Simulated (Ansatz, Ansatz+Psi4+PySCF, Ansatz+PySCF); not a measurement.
```yaml
atoms:
  - { symbol: C, position_ang: [-0.5679, 0.0001, -0.2190] }
  - { symbol: C, position_ang: [0.7511, 0.0000, 0.0419] }
  - { symbol: H, position_ang: [-1.4939, -0.0005, 1.5318] }
  - { symbol: H, position_ang: [-1.1017, 0.9206, -0.4086] }
  - { symbol: H, position_ang: [-1.1020, -0.9202, -0.4091] }
  - { symbol: H, position_ang: [1.2991, -0.9223, 0.1738] }
  - { symbol: H, position_ang: [1.2989, 0.9223, 0.1744] }
```

Basis set: cc-pVTZ (spherical functions). Left uncorrelated: 2 orbitals. Correlation on ROHF uses semicanonical orbitals with singles. Charge 0, multiplicity 2.

Computed with Ansatz (development build ahead of 0.2.0); each method stands on the lowest determinant of its kind that the runs found.

The atomization energy at this shape (free ground-state atoms in the same class of orbitals less the molecule, no zero-point energy) of doublet C2H5:

```json
{"method": "ROHF-CCSD(T)", "atomization energy": "23.79 eV"}
{"method": "ROHF-MP2", "atomization energy": "23.85 eV"}
```

What does UHF-MP2 give?

23.61 eV. Caution: the shape is not the minimum. Caution for UHF-MP2: the unrestricted determinant is spin contaminated.
